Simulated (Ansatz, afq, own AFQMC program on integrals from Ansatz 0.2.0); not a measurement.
# CH2N, quartet: AFQMC among the cluster methods

```xyz
4

N     0.0000    0.0000    0.5481
C     0.0000    0.0000   -0.8171
H     0.0000    0.8633    1.0602
H     0.0000   -0.8633    1.0602
```

Connectivity, by distances: NH2–C.

Basis cc-pVDZ. Noble-gas cores (and the filled d shells of Ga–Kr and In–Xe) are frozen. Ansatz 0.2.0 and our own AFQMC program on the same integrals; the CISD trial comes from CCSD amplitudes, and released means the phaseless constraint is let go. Free projection: walkers drawn from exp(T), propagated without any constraint. Its projection time is finite, and what remains of the start isn't in its error. Error bars are statistical, one sigma.

Determinant: UHF, the one that the program's search chose, which needn't be the lowest solution. The geometry is a PBE0/def2-TZVP stationary point of this or a neighbouring charge and spin state.

No full CI on the walks' own integrals is used here; CCSDT(Q) serves as the reference and is uncertain by about the last step of the cluster series.

Cautions: another spin lies lower (by 3.66 eV); the released energies are still falling, so no released level is given (meV from the phaseless value at times in 1/Eh: -1.0 ± 1.2 at 0.24, -3.5 ± 2.1 at 0.51, -5.3 ± 2.0 at 0.99, -9 ± 3 at 1.62, 54 ± 71 at 2.40), though the last usable value meets CCSDT(Q) within the noise.

- T1 diagnostic: 0.0161
- weight of the determinant in the CISD state: 0.915
- ⟨S²⟩ of the determinant: 3.758
- size of the correlated space: 11 electrons in 36 orbitals

Reference: CCSDT(Q), correlation energy -6.891 eV.

```tsv
level	E − E(reference) (mEh)	share of correlation (%)
HF	253.23	0.00
MP2	28.77	88.64
CCSD	6.61	97.39
CCSD(T)	0.99	99.61
CCSDT	0.47	99.81
ph-AFQMC/HF	-0.82 ± 0.89	100.33
ph-AFQMC/CISD	0.20 ± 0.09	99.92
free AFQMC	-0.12 ± 0.09	100.05
```

Free projections are given only where their last times agree within the noise and don't stop above the reference; a slow remainder of the start can still hide under it. A walk keeps the symmetry of its determinant, which the program's search chose and which needn't be the lowest solution, so a lower state of the same spin and another symmetry isn't excluded.
